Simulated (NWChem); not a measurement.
A series in which one site is exchanged, each optimised at B3LYP/6-31G* with NWChem, gas phase unless a solvent is named. Pople sets run with spherical d functions. This build's default masses of Se (78.918 u) and Br (79.917 u) are each other's, which moves their modes by up to 0.6 %.

A: [ZnH2] (ZnH2; site = Zn)
B: O (H₂O; site = O)
C: [SeH2] (H₂Se; site = Se)
D: [BeH2] (BeH₂; site = Be)

```json
[
 {"quantity": "dipole (D), B3LYP/6-31G*", "A": "0.00", "B": "2.09", "C": "0.99", "D": "0.00"},
 {"quantity": "orbital gap (eV), B3LYP/6-31G*", "A": "6.91", "B": "9.67", "C": "6.70", "D": "___"},
 {"quantity": "highest harmonic frequency (cm⁻¹), B3LYP/6-31G*", "A": "1882", "B": "3845", "C": "2432", "D": "___"}
]
```

Question: Some entries are withheld; supply them.

Answer: 
- orbital gap (eV), B3LYP/6-31G*, D: 7.83
- highest harmonic frequency (cm⁻¹), B3LYP/6-31G*, D: 2285
